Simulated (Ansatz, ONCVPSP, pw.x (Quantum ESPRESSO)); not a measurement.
**Which Ta potential is closest to all-electron in the bcc crystal?**

All use PBE, scalar-relativistic, no spin, cutoffs from each file’s atomic test, pw.x 7.5; 14³ k-points, Fermi–Dirac smearing 0.01 Ry. Δ is the rms difference from all-electron LAPW of the E(V) curves that follow from fits to the pressures, over ±6 % in volume. Mesh and smearing are coarse and serve the comparison alone. The files are a selection: those with a ghost or negative overlap were mostly not run, and those with noisy or unconverged pressures or nearly equal Δ are left out.

All-electron: a0 = 3.321 Å (V0 = 18.31 Å³/atom), B0 = 193.2 GPa.

(1) Rank them by Δ, smallest first.
A. optimised norm-conserving Vanderbilt (ONCV), ONCVPSP 4.0.1.1 (patched build), PBE; core [Kr] 4d10 4f14, reference 5s2 5p6 5d3 6s2; waves: 5s+6s: rc 1.65 bohr, ncon 3, nbas 8, qcut 9 1/bohr, 2 projectors; 5p: rc 2.15 bohr, ncon 4, nbas 7, qcut 6.8 1/bohr, 2 projectors, debl 1.8 Ha; 5d: rc 2.80 bohr, ncon 4, nbas 9, qcut 6.7 1/bohr, 2 projectors, debl 2.5 Ha; local part: polynomial inside 1.60 bohr (lpopt 5, dvloc0 4 Ha); core correction: none.
B. optimised norm-conserving Vanderbilt (ONCV), ONCVPSP 4.0.1.1 (patched build), PBE; core [Xe] 4f14, reference 5d3 6s1.75 6p0.25; waves: 6s: rc 3.00 bohr, ncon 4, nbas 7, qcut 2.3 1/bohr, 3 projectors, debl 1.4 Ha; 6p: rc 2.95 bohr, ncon 3, nbas 6, qcut 2.4 1/bohr, 3 projectors, debl 2.7 Ha; 5d: rc 3.00 bohr, ncon 3, nbas 7, qcut 4.9 1/bohr, 2 projectors, debl 3.5 Ha; local part: polynomial inside 2.90 bohr (lpopt 5, dvloc0 0 Ha); core correction: polynomial model core, fcfact 0.15.
C. optimised norm-conserving Vanderbilt (ONCV), ONCVPSP 4.0.1.1 (patched build), PBE; core [Xe] 4f14, reference 5d3 6s2; waves: 6s: rc 2.70 bohr, ncon 3, nbas 8, qcut 2 1/bohr, 2 projectors, debl 2.3 Ha; p scattering state at 0.26 Ha: rc 2.65 bohr, ncon 4, nbas 7, qcut 2.8 1/bohr, 1 projector; 5d: rc 2.05 bohr, ncon 3, nbas 8, qcut 4.9 1/bohr, 2 projectors, debl 2.3 Ha; local part: polynomial inside 1.80 bohr (lpopt 5, dvloc0 2 Ha); core correction: Teter function, fcfact 4.25, rcfact 1.3. In the p channel the program set the typed energies aside and used 0.050 Ha.
D. optimised norm-conserving Vanderbilt (ONCV), ONCVPSP 4.0.1.1 (patched build), PBE; core [Kr] 4d10 4f14, reference 5s2 5p6 5d3.5 6s1.5; waves: 5s+6s: rc 1.65 bohr, ncon 4, nbas 8, qcut 5.6 1/bohr, 2 projectors; 5p: rc 1.55 bohr, ncon 4, nbas 8, qcut 8.8 1/bohr, 1 projector; 5d: rc 3.10 bohr, ncon 5, nbas 10, qcut 6.1 1/bohr, 2 projectors, debl 3.5 Ha; local part: polynomial inside 1.40 bohr (lpopt 5, dvloc0 0 Ha); core correction: none.

## Answers

(1) B (1.4 meV/atom), A (4.8 meV/atom), D (9.5 meV/atom), C (31.9 meV/atom).
